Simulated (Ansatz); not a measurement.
A trace of molecular dynamics of CHNO (4 atoms, charge 0, multiplicity 1).

Level of theory: Ansatz 0.2.0, RHF/def2-SVP.

- ensemble: NVT, Langevin thermostat
- set temperature: 700 K
- friction: 0.05 /fs
- seed: 231147

```
time (fs)  T (K)  potential energy less start (eV)
      0.0    525                             0.000
      5.0    442                             0.035
     10.0    313                             0.088
     15.0    474                             0.120
     20.0    566                             0.063
     25.0    455                             0.089
     30.0    148                             0.076
     35.0    414                             0.097
     40.0    610                             0.030
     45.0    248                             0.093
     50.0    231                             0.115
     55.0    314                             0.262
     60.0    709                             0.157
     65.0   1010                             0.072
     70.0   1099                             0.109
     75.0    841                             0.314
     80.0    722                             0.374
     85.0   1520                             0.335
     90.0  92765                             8.489
     95.0  55660                            10.369
    100.0  30506                            10.178
```

Q: Is this trajectory sound?

A: The temperature shot up to 93000 K, far beyond the bath's, so the integration failed: the time step of 2.5 fs is too long for the fastest motions that this run met, and the later frames carry no physical meaning.

The run took 8.1 s on 1 thread of Arm Neoverse V2, with other jobs on the host, peak memory 0.076 GiB.
